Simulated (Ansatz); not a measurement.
Consider GaAs in the zinc blende structure (space group F-43m, No. 216; a = 5.746 Å).

Method: plane-wave PAW DFT at the PBE level (Ansatz, a quantum-chemistry and plane-wave program, 420 eV), no SOC, earlier PAW set.

Perturbation: full substitution Ga → Al; the structure is relaxed again.

Measured band gap: GaAs 1.57 eV (static lattice; corrected from measurement; as listed in Wei Chen et al., Physical Review Materials (2018)); AlAs 2.28 eV (static lattice; corrected from measurement; as listed in Wei Chen et al., Physical Review Materials (2018)).

Measured lattice parameter a: GaAs 5.64 Å (static lattice; corrected from measurement; as listed in Daniel Mejia-Rodriguez, S. B. Trickey, Phys. Rev. B (2018)); AlAs 5.649 Å (static lattice; corrected from measurement; as listed in Daniel Mejia-Rodriguez, S. B. Trickey, Phys. Rev. B (2018)).

Question: How well does PBE reproduce the measured shift?

Answer: With PBE the band gap moves by +1.34 eV (0.16 → 1.50) against +0.71 eV measured; the lattice parameter a moves by -0.018 Å (5.746 → 5.728) against +0.009 Å measured, the wrong sign.

Stability against distortions was not tested.
